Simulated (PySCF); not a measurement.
# The first ionisation energy along group 14

All values are computed (PySCF 2.14, energy differences of UHF-based or UKS calculations, no spin-orbit coupling). Values in eV. The last column holds reference values (NIST; (s) semi-empirical, (t) theoretical, else measured). Unmarked ones compare directly (S terms, centres of terms, or small fine structure); those marked * lie between the lowest fine-structure levels and include a spin-orbit shift.

```tsv
element	configurations	UHF	MP2 (valence)	SCS-MP2 (valence)	CCSD (valence)	CCSD(T) (valence)	reference
C (def2-SVP, non-relativistic)	[He] 2s2 2p2 → [He] 2s2 2p1	10.913	11.138	11.027	10.981	10.988	11.262
Si (def2-SVP, non-relativistic)	[Ne] 3s2 3p2 → [Ne] 3s2 3p1	7.645	7.870	7.803	7.875	7.884	8.157
Ge (def2-SVP, non-relativistic)	[Ar] 3d10 4s2 4p2 → [Ar] 3d10 4s2 4p1	7.448	7.685	7.621	7.701	7.710	7.925
Sn (def2-SVP with the def2 core potential (28 electrons), ECP)	[Kr] 4d10 5s2 5p2 → [Kr] 4d10 5s2 5p1	6.853	7.058	7.005	7.079	7.085	7.389
Pb (def2-SVP with the def2 core potential (60 electrons), ECP)	[Xe] 4f14 5d10 6s2 6p2 → [Xe] 4f14 5d10 6s2 6p1	6.570	6.760	6.709	6.789	6.793	7.417 *
```

**Question.** Which of these methods has the smallest mean absolute error against the measured values here?

**Answer.** MP2 (valence), with 0.245 eV.

| method | elements | mean error (eV) | mean absolute error (eV) | largest error (eV) |
| --- | --- | --- | --- | --- |
| UHF | 4 | -0.469 | 0.469 | -0.536 |
| MP2 (valence) | 4 | -0.245 | 0.245 | -0.331 |
| SCS-MP2 (valence) | 4 | -0.319 | 0.319 | -0.384 |
| CCSD (valence) | 4 | -0.274 | 0.274 | -0.311 |
| CCSD(T) (valence) | 4 | -0.267 | 0.267 | -0.305 |

For Pb a determinant mixes LS terms or the coupling is close to jj, so these rows are model values.

Errors include the incompleteness of the basis and the frozen core.

"Valence" correlates the outer s and p shells and, in groups 3 to 12 and the f block, the outer d or f shell, open or full, or the next shell where the ion has no valence electron left; the wider scheme adds the next inner shell.
